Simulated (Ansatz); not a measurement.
**Structure relaxation of Hf2Mo**

Theory: Ansatz, DFT PBE, scalar-relativistic, plane waves, PAW. Cutoff 420 eV, Γ-centred k mesh, Gaussian smearing, no spin polarisation in the final step.

This is the end of a relaxation of cell and atoms.

```yaml
crystal:
  lattice:
    - [4.87002, 0.00000, 0.00000]
    - [-2.43501, 4.21756, 0.00000]
    - [0.00000, 0.00000, 2.83696]
  atoms:
    - { symbol: Hf, position: [0.33333, 0.66667, 0.50000] }
    - { symbol: Hf, position: [0.66667, 0.33333, 0.50000] }
    - { symbol: Mo, position: [0.00000, 0.00000, 0.00000] }
```

Formation energies are uncorrected and refer to the elements' standard structures at the same level.

Problem. What space group does it have?

Solution. P6/mmm (No. 191). Conventional cell: a = 4.870 Å, c = 2.837 Å. Hf is coordinated by 5 Hf at 2.81–2.84 Å and 6 Mo at 3.15 Å; Mo has 2 Mo at 2.84 Å and 12 Hf at 3.15 Å.

Problem. How far does it lie from the elements in energy?

Solution. 0.33 eV/atom.

Problem. Is it a metal?

Solution. Yes, bands cross the Fermi level on the 12×12×16 mesh.

The final run used a 12×12×16 mesh on its 3-atom cell and 0.10 eV smearing. For metals, differences of a few meV/atom aren't resolved. Spin–orbit coupling is left out. The cell came from a trial start, so Hf2Mo may not exist in this structure.

Cost: 3 runs of about 2.1 core-minutes in all, on Arm Neoverse V1 (shared hosts).